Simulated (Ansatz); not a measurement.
# C3H5Cl: small, medium and large basis sets

An exercise on one series of results from a longer session: the logs are not shown, and one member is left open.

The runs use Ansatz 0.2.0, Gaussian basis; one geometry, several basis sets.

Plan: PBE0-D4/def2-SVP; ωB97M-V/def2-SVP; PBE0-D4/def2-QZVPP; ωB97M-V/def2-QZVPP; the functionals' def2-TZVPP values are taken from earlier runs.

## Structure used throughout

All runs share one geometry, relaxed beforehand with PBE0-D4 in a triple-zeta def2 set.

SMILES `C=CCCl`, 9 atoms, charge 0, spin multiplicity 1.

Atoms are counted from 1 here; the program's logs count them from 0.

Bond lengths: C1–C2 1.325 Å, C1–H5 1.083 Å, C1–H6 1.085 Å, C2–C3 1.483 Å, C2–H7 1.087 Å, C3–Cl4 1.795 Å, C3–H8 1.089 Å, C3–H9 1.090 Å. Angles: C2–C1–H5 121.5°, C2–C1–H6 121.4°, H5–C1–H6 117.1°, C1–C2–C3 123.4°, C1–C2–H7 120.5°, C3–C2–H7 116.1°, C2–C3–Cl4 111.0°, C2–C3–H8 111.7°, C2–C3–H9 111.8°, Cl4–C3–H8 107.1°, Cl4–C3–H9 105.6°, H8–C3–H9 109.3°.

The first run:

Contents of in.yaml:

```yaml
crystal:
  periodic: [false, false, false]
  atoms:
    - {symbol: C, position_ang: [-0.286705, 1.309445, -0.450430]}
    - {symbol: C, position_ang: [0.380312, 0.166470, -0.389733]}
    - {symbol: C, position_ang: [0.090801, -0.896395, 0.603085]}
    - {symbol: Cl, position_ang: [-0.383157, -2.424498, -0.210530]}
    - {symbol: H, position_ang: [-0.035957, 2.073064, -1.176926]}
    - {symbol: H, position_ang: [-1.108067, 1.522390, 0.226534]}
    - {symbol: H, position_ang: [1.191514, -0.035224, -1.083907]}
    - {symbol: H, position_ang: [-0.729117, -0.618726, 1.263834]}
    - {symbol: H, position_ang: [0.968776, -1.142726, 1.201070]}
basis:
  gaussian: {orbitals: def2-SVP}
hamiltonian: {xc: pbe0, dispersion: d4}
output: {orbitals: {seedname: orbitals}}
```

Command:

```
> ansatz run in.yaml --threads 4 --pin off --events-out ev --progress --plain --max-ram 10444MiB
```

Among the steps run: PBE0-D4 in def2-SVP; ωB97M-V in def2-SVP; PBE0-D4 in def2-QZVPP; ωB97M-V in def2-QZVPP.

One of the session's tables, all rows but one given; the rest of the session is left out.

It belongs to the step «Density functionals: the series». 

```
functional       basis  HOMO (eV)  LUMO (eV)
   PBE0-D4    def2-SVP          ?          ?
   PBE0-D4  def2-TZVPP      -7.92      -0.42
   PBE0-D4  def2-QZVPP      -7.95      -0.51
   ωB97M-V    def2-SVP     -10.04       2.09
   ωB97M-V  def2-TZVPP     -10.16       1.72
   ωB97M-V  def2-QZVPP     -10.19       1.53
```

**Question.** Estimate the row for PBE0-D4, def2-SVP.

As computed: HOMO (eV): -7.82; LUMO (eV): -0.17. In the column «HOMO (eV)» it is the highest.
